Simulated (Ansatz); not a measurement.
Born–Oppenheimer molecular dynamics of BH$_{5}$OSi (8 atoms, charge 0, multiplicity 1). It starts from a rough guess of a transition structure, not a stationary point.

All numbers below come from UKS r2SCAN-D4/6-31G in Ansatz.

```
ensemble                      : NVE (velocity Verlet)
time step                     : 0.5 fs
steps asked                   : 150
starting velocities drawn for : 100 K
seed                          : 154507
```

Frames 5 fs apart, positions in Å.

Velocities at 5 fs (Å/ps):

```
B 5.67 7.42 -3.59
Si -1.05 1.97 -1.74
O 1.31 -0.85 5.40
H -37.63 -113.67 8.01
H -8.71 1.49 -5.91
H -4.89 -13.29 -3.27
H 3.96 12.69 -8.97
H -5.00 -8.23 11.50
```

```xyz
8
Properties=species:S:1:pos:R:3 time_fs=5 energy_less_start_eV=-0.804 T=1146
B -1.011 -0.473 -0.846
Si 0.620 0.756 0.126
O -0.857 -1.435 0.121
H -0.214 -1.337 0.650
H -1.883 -0.566 -1.678
H 1.711 -0.356 0.171
H 1.290 2.066 -0.245
H 0.041 0.862 1.530
8
Properties=species:S:1:pos:R:3 time_fs=10 energy_less_start_eV=-0.447 T=676
B -0.967 -0.430 -0.844
Si 0.613 0.765 0.113
O -0.882 -1.450 0.122
H -0.069 -1.840 0.972
H -1.854 -0.531 -1.657
H 1.646 -0.352 0.163
H 1.285 2.084 -0.275
H 0.048 0.831 1.543
8
Properties=species:S:1:pos:R:3 time_fs=15 energy_less_start_eV=-0.718 T=1047
B -0.883 -0.391 -0.784
Si 0.599 0.774 0.093
O -0.898 -1.497 0.137
H -0.419 -1.877 0.665
H -1.744 -0.443 -1.595
H 1.614 -0.292 0.165
H 1.244 2.044 -0.286
H 0.103 0.845 1.484
8
Properties=species:S:1:pos:R:3 time_fs=20 energy_less_start_eV=-0.950 T=1325
B -0.784 -0.380 -0.670
Si 0.581 0.780 0.068
O -0.962 -1.518 0.090
H -0.226 -2.130 0.874
H -1.608 -0.292 -1.563
H 1.723 -0.270 0.176
H 1.214 2.079 -0.346
H 0.136 0.919 1.509
8
Properties=species:S:1:pos:R:3 time_fs=25 energy_less_start_eV=-0.979 T=1381
B -0.711 -0.391 -0.557
Si 0.578 0.789 0.050
O -1.008 -1.573 0.061
H -0.437 -1.817 0.604
H -1.411 -0.117 -1.469
H 1.813 -0.150 0.195
H 1.137 2.111 -0.458
H 0.179 1.031 1.534
8
Properties=species:S:1:pos:R:3 time_fs=30 energy_less_start_eV=-0.741 T=1056
B -0.697 -0.415 -0.487
Si 0.600 0.808 0.050
O -1.076 -1.622 0.004
H -0.206 -1.768 0.902
H -1.296 0.026 -1.422
H 1.875 0.064 0.228
H 0.959 2.072 -0.624
H 0.266 1.159 1.469
8
Properties=species:S:1:pos:R:3 time_fs=35 energy_less_start_eV=-1.591 T=2138
B -0.733 -0.434 -0.473
Si 0.642 0.838 0.066
O -1.098 -1.680 -0.006
H -0.623 -1.833 0.690
H -1.328 0.037 -1.420
H 2.040 0.253 0.269
H 0.726 2.050 -0.870
H 0.345 1.338 1.458
8
Properties=species:S:1:pos:R:3 time_fs=40 energy_less_start_eV=-1.155 T=1588
B -0.794 -0.451 -0.494
Si 0.695 0.874 0.088
O -1.130 -1.718 -0.041
H -0.783 -2.221 1.031
H -1.444 -0.090 -1.406
H 2.172 0.453 0.263
H 0.492 1.935 -1.052
H 0.403 1.557 1.455
8
Properties=species:S:1:pos:R:3 time_fs=45 energy_less_start_eV=-1.240 T=1673
B -0.842 -0.485 -0.500
Si 0.746 0.915 0.111
O -1.159 -1.772 -0.039
H -1.013 -2.201 0.679
H -1.596 -0.231 -1.453
H 2.195 0.649 0.184
H 0.368 1.742 -1.077
H 0.451 1.738 1.336
8
Properties=species:S:1:pos:R:3 time_fs=50 energy_less_start_eV=-0.526 T=778
B -0.883 -0.543 -0.491
Si 0.781 0.952 0.130
O -1.200 -1.789 -0.078
H -0.994 -2.474 0.911
H -1.588 -0.290 -1.410
H 2.278 0.762 0.066
H 0.366 1.669 -1.116
H 0.464 1.909 1.226
8
Properties=species:S:1:pos:R:3 time_fs=55 energy_less_start_eV=-0.825 T=1158
B -0.892 -0.598 -0.459
Si 0.801 0.982 0.139
O -1.246 -1.841 -0.082
H -0.952 -2.240 0.592
H -1.518 -0.200 -1.415
H 2.330 0.798 -0.032
H 0.460 1.727 -1.194
H 0.463 2.067 1.188
8
Properties=species:S:1:pos:R:3 time_fs=60 energy_less_start_eV=-0.404 T=621
B -0.877 -0.620 -0.432
Si 0.809 1.010 0.136
O -1.310 -1.881 -0.111
H -0.585 -2.314 0.813
H -1.400 -0.063 -1.373
H 2.267 0.772 -0.033
H 0.614 1.772 -1.161
H 0.503 2.095 1.137
```

Of the whole run (75 fs, mean temperature of the second half 1376 K): The conserved energy stayed within 4 meV per atom of its start (net change -3.3 meV per atom), so there is no drift, though single steps change it by up to 35 meV in the whole system, a sign of fast motions only just resolved. The kinetic energy rose, since the run started high on the potential surface and went downhill. A run of 0.075 ps of so small a system gives no equilibrium averages. The orbitals were unrestricted but ended closed-shell. Limits of this set-up: no polarisation functions.

The run took 3 min on 1 thread of AMD EPYC 9R45 96-Core Processor (Zen 5) (shared host), peak memory 0.16 GiB.
